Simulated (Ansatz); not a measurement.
Pulling on the Si1–H2 bond in SiH2 (SMILES [SiH2]) (multiplicity 1 held, fragments rigid). Energies count from the point at 1.523 Å.
Geometry at that point (charge 0, multiplicity 1):
```xyz
3

Si     0.0142    -0.0009     0.1321
H     -0.1123    -1.0850    -0.9304
H     -0.0862     1.0971    -0.9190
```

Active spaces are followed from a long bond inwards. Full CI gives the lowest state of the spin. Levels need not reach the same state.

Frozen-core correlation.

Programs: Ansatz (a program for electronic structure) with Gaussian orbitals. 

Give the energy at R = 4.874 Å at the level FIC-MRCISD on CASSCF(2,2)/cc-pV(D+d)Z.

74.3 kcal/mol

Give the energy at R = 4.874 Å at the level FCI/cc-pV(D+d)Z.

75.0 kcal/mol

Predict the energy at R = 4.874 Å from FIC-NEVPT4(SD) on CASSCF(2,2)/cc-pV(D+d)Z.

73.2 kcal/mol
